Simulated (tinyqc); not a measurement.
Worked calculation: Pariser-Parr-Pople SCF with singles CI, for the molecule C=C1C=C1 (SMILES; centres numbered as the heavy atoms are written). One step of it, computed by the program tinyqc.

Problem. Iteration 2: Fock matrix. F_rr = H_rr + P_rr gamma_rr / 2 + sum_(s != r) P_ss gamma_rs; F_rs = H_rs - P_rs gamma_rs / 2; E = tr P (H + F) / 2 + core repulsion sum_(r<s) z_r z_s gamma_rs.

P after iteration 1, order 1C, 2C, 3C, 4C:
$$\begin{pmatrix}
1.389072 & 0.816884 & -0.296293 & -0.296293 \\
0.816884 & 0.903471 & 0.399489 & 0.399489 \\
-0.296293 & 0.399489 & 0.853729 & 0.853729 \\
-0.296293 & 0.399489 & 0.853729 & 0.853729
\end{pmatrix}$$

core matrix H (eV), order 1C, 2C, 3C, 4C:
$$\begin{pmatrix}
-27.885062 & -2.130000 & 0.000000 & 0.000000 \\
-2.130000 & -32.559704 & -2.130000 & -2.130000 \\
0.000000 & -2.130000 & -30.222383 & -2.130000 \\
0.000000 & -2.130000 & -2.130000 & -30.222383
\end{pmatrix}$$

repulsion gamma_rs (eV), order 1C, 2C, 3C, 4C:
$$\begin{pmatrix}
9.510000 & 6.982656 & 4.646203 & 4.646203 \\
6.982656 & 9.510000 & 6.983524 & 6.983524 \\
4.646203 & 6.983524 & 9.510000 & 6.982656 \\
4.646203 & 6.983524 & 6.982656 & 9.510000
\end{pmatrix}$$

Centres (angstrom, eV; a flat drawing with bonds scaled to 1.40 angstrom):
```
centre          x          y  core charge z          W  gamma_rr
1C       1.656000   0.000000              1  11.610000  9.510000
2C       0.256000   0.000000              1  11.610000  9.510000
3C      -0.956000   0.700000              1  11.610000  9.510000
4C      -0.956000  -0.700000              1  11.610000  9.510000
```

Give: F; pi energy.

Solution.

F (eV), order 1C, 2C, 3C, 4C:
$$\begin{pmatrix}
-7.0382 & -4.9820 & 0.6883 & 0.6883 \\
-4.9820 & -6.6402 & -3.5249 & -3.5249 \\
0.6883 & -3.5249 & -7.4383 & -5.1106 \\
0.6883 & -3.5249 & -5.1106 & -7.4383
\end{pmatrix}$$

pi energy = -53.8080 eV
